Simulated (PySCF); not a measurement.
Molecule: chlorobenzene, C$_{6}$H$_{5}$Cl.

Mapped SMILES: `[Cl:1][c:2]1[cH:3][cH:4][cH:5][cH:6][cH:7]1`. Each H is labelled by its parent atom.

Geometry PBE0-D3(BJ)/def2-SVP throughout; GIAO in PySCF 2.14.0 with density-fitted response routines, gas phase, one conformer, non-relativistic; equivalent atoms averaged; basis pcSseg-1.

(1) How do the shifts δ (against HCl, TMS at the same level) depend on the functional? (ppm; last column core-seconds on 1 thread of an Arm Neoverse V1, shared host; the GGAs took longer than the global hybrids here, which isn't the general rule, and the cause wasn't traced)

(2) Which nucleus moves most, in ppm?

Results:

(1) 
```tsv
functional	kind	Cl1	C2	C4/C6	C3/C7	C5	H(C3)/H(C7)	H(C4)/H(C6)	H(C5)	core-s
PBE	GGA	268.2	145.3	132.5	132.3	128.6	7.28	7.27	7.14	22
BP86	GGA	265.2	145.6	132.5	132.3	128.5	7.28	7.26	7.13	21
OPBE	GGA	251.2	137.8	127.0	126.6	123.2	7.35	7.39	7.24	22
KT2	GGA	251.8	136.8	124.4	124.7	120.5	7.11	7.08	6.95	23
KT3	GGA	241.9	135.1	122.9	123.2	119.3	7.09	7.08	6.95	22
PBE0	global hybrid	236.8	146.0	135.0	134.9	131.5	7.43	7.41	7.30	15
B97-2	global hybrid	230.3	143.1	131.8	131.8	128.4	7.36	7.34	7.22	15
wB97X-D	range-separated hybrid	222.7	146.6	136.1	136.1	132.9	7.46	7.43	7.33	20
LC-wPBE	range-separated hybrid	214.9	148.5	140.5	140.4	137.6	7.60	7.57	7.48	26
```

(2) Cl1 (chlorine bonded to C): from 214.9 ppm with LC-wPBE to 268.2 ppm with PBE. The smallest spread is 0.50 ppm, at H(C4)/H(C6). Proton shifts span only some 12 ppm, so a few tenths of a ppm matter as much there as several ppm in carbon.
